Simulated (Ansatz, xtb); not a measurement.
C6H10: which of two isomers lies lower

Structure a is `C/C=C\C1CC1`, a singlet and structure b is `C1=CCCCC1`, a singlet. Both are isolated molecules in the gas phase, relaxed with r2SCAN-D4/def2-SVP; the shapes shown needn't be the lowest conformers.

a (Å):

```xyz
16

C     2.7568    0.7342    0.9218
C     2.5722   -0.2093   -0.2243
C     1.4102   -0.6321   -0.7544
C     0.0433   -0.2681   -0.3346
C    -1.0606   -1.3029   -0.4328
C    -1.0454   -0.1476   -1.3830
H     3.3454    1.6172    0.6167
H     3.3232    0.2564    1.7405
H     1.8056    1.0942    1.3390
H     3.4963   -0.5937   -0.6753
H     1.4593   -1.3312   -1.6011
H    -0.0341    0.4262    0.5081
H    -0.7861   -2.2912   -0.8152
H    -1.8129   -1.3190    0.3613
H    -1.7870    0.6465   -1.2553
H    -0.7603   -0.3364   -2.4230
```

b (Å):

```xyz
16

C    -2.1786    1.0229    0.3661
C    -1.7309    0.6537    1.5771
C    -0.3837    0.0254    1.8038
C     0.2567   -0.4465    0.4963
C     0.1106    0.6150   -0.5940
C    -1.3654    0.8891   -0.8916
H    -3.1849    1.4498    0.2733
H    -2.3703    0.8072    2.4552
H    -0.4810   -0.8172    2.5119
H     0.2796    0.7528    2.3138
H    -0.2428   -1.3752    0.1629
H     1.3175   -0.7002    0.6582
H     0.6371    0.3091   -1.5133
H     0.5908    1.5504   -0.2515
H    -1.4725    1.8036   -1.5025
H    -1.7869    0.0763   -1.5169
```

Quicker runs give these differences E(b) − E(a): GFN2-xTB −1.074 eV; HF/STO-3G −1.940 eV (at GFN2-xTB geometries); r2SCAN-D4/def2-SVP//GFN2-xTB −1.103 eV.

Task: Estimate E(b) − E(a) at the level CCSD(T)/def2-SVP + ΔMP2/def2-TZVPP.

Result: Calculated at CCSD(T)/def2-SVP + ΔMP2/def2-TZVPP: E(b) − E(a) = −1.129 eV, so structure b lies lower.

Level by level:

```csv
level,geometry,E(b) − E(a) (eV),departure from the last row (eV),"job, with rough time for the two"
GFN2-xTB,GFN2-xTB,−1.074,+0.055,"optimisation, 0.18 s"
HF/STO-3G,GFN2-xTB,−1.940,−0.811,"single point, 0.26 s"
r2SCAN-D4/def2-SVP//GFN2-xTB,GFN2-xTB,−1.103,+0.026,"single point, 3.1 s"
r2SCAN-D4/def2-SVP,r2SCAN-D4/def2-SVP,−1.105,+0.024,"optimisation, 20 s"
HF/def2-SVP,r2SCAN-D4/def2-SVP,−1.125,+0.004,part of the CCSD(T) run
MP2/def2-SVP,r2SCAN-D4/def2-SVP,−1.152,−0.022,part of the CCSD(T) run
CCSD(T)/def2-SVP,r2SCAN-D4/def2-SVP,−1.178,−0.048,single point
CCSD(T)/def2-SVP + ΔMP2/def2-TZVPP,r2SCAN-D4/def2-SVP,−1.129,,"single point, 49 s"
```

As drawn, both hold the same kinds of bond in the same numbers. Structure a has 1 methyl group, b 0. Structure a has a 3-membered ring, b a 6-membered ring.

The levels shown agree on the order. The largest departure from CCSD(T)/def2-SVP + ΔMP2/def2-TZVPP is that of HF/STO-3G, 0.811 eV. The last row adds to CCSD(T) the change of the MP2 difference between the two basis sets, here +0.048 eV.

With thermal terms from frequencies at re-optimised GFN2-xTB minima (ideal gas, soft modes damped towards free rotors, one conformer each, 298.15 K, 1 atm): the zero-point term adds +0.089 eV; ΔH is −1.079 and ΔG −0.959 eV.

The correlated steps freeze 6 core orbitals. Programs: Ansatz 0.2.0, xtb 6.7.1; the last row on 4 threads of Arm Neoverse V1 on a shared host.
